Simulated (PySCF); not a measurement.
C₃H₄N₂O.
Bonds: C1–C2, C2–N3 (aromatic), N3–C4 (aromatic), C4–O5 (aromatic), O5–N6 (aromatic), C2–N6 (aromatic). Hydrogens: H7, H8, H9 on C1; H10 on C4.

Method used: PBE0-D3(BJ)/def2-SVP geometry optimisation, gas phase (PySCF).

Problem. List the bond lengths and angles at this level.

Solution. 
| bond | length (Å) | order |
| --- | --- | --- |
| C1–C2 | 1.482 | single |
| C2–N3 | 1.375 | aromatic |
| N3–C4 | 1.290 | aromatic |
| C4–O5 | 1.326 | aromatic |
| O5–N6 | 1.371 | aromatic |
| C2–N6 | 1.307 | aromatic |
| C1–H7, C1–H8, C1–H9 | 1.099 | single |
| C4–H10 | 1.090 | single |

Bonds in one row agree within 0.01 Å and their mean is given. Orders are formal, as drawn. A selection of angles:
| angle | degrees |
| --- | --- |
| C2–C1–H7 | 110.1 |
| H7–C1–H8 | 107.5 |
| H7–C1–H9 | 109.4 |
| C1–C2–N3 | 123.6 |
| C1–C2–N6 | 122.8 |
| N3–C2–N6 | 113.6 |
| C2–N3–C4 | 101.9 |
| N3–C4–O5 | 113.7 |
| N3–C4–H10 | 128.9 |
| O5–C4–H10 | 117.4 |
| C4–O5–N6 | 106.8 |
| C2–N6–O5 | 104.0 |

The 5-membered ring C2–N3–C4–O5–N6 has internal angles of 101.9° to 113.7° (sum 540°, against 540° for a flat polygon); it is planar, 0.00 Å rms from its mean plane, widest ring torsion 0°. The 3 C–N bonds span 1.290 Å (N3–C4, aromatic) to 1.375 Å (C2–N3, aromatic), a spread of 0.085 Å. N3 (pyridine-type nitrogen) is bent (angle 101.9°). The 6 heavy atoms lie in one plane (0.001 Å rms).

Point group: Cs (tolerance 0.08 Å). No frequency check.
